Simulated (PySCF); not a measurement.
Ionisation energies (eV) were calculated with PySCF 2.14 by MP2 (valence), PBE, UHF, in another order, as differences of total energies without spin-orbit coupling. The measured values are between term centres (NIST).

```csv
species,measured,A,B,C
"He (dyall-av3z, spin-free X2C)",24.587,23.447,24.467,24.377
"C+ (dyall-av3z, spin-free X2C)",24.378,24.167,24.852,24.380
"O (dyall-av3z, spin-free X2C)",13.608,12.010,14.048,13.327
"Ne (dyall-av3z, spin-free X2C)",21.597,19.642,21.644,21.625
"P (dyall-av3z, spin-free X2C)",10.526,9.897,10.480,10.480
"Ar (dyall-av3z, spin-free X2C)",15.819,14.537,15.690,15.716
"Ca (dyall-av3z, spin-free X2C)",6.113,5.136,6.091,5.695
"As (dyall-av3z, spin-free X2C)",10.008,9.411,9.883,9.898
```

Question: Which column is which method?

Answer: A is UHF (mean error -1.05 eV); B is PBE (mean error 0.07 eV); C is MP2 (valence) (mean error -0.14 eV). Hartree-Fock lacks the correlation of the electron removed and comes out lowest. PBE, with gradient corrections, lies close to experiment on average, with errors of both signs. Valence MP2 in a finite basis recovers only part of the missing correlation, so it stays below experiment on average.
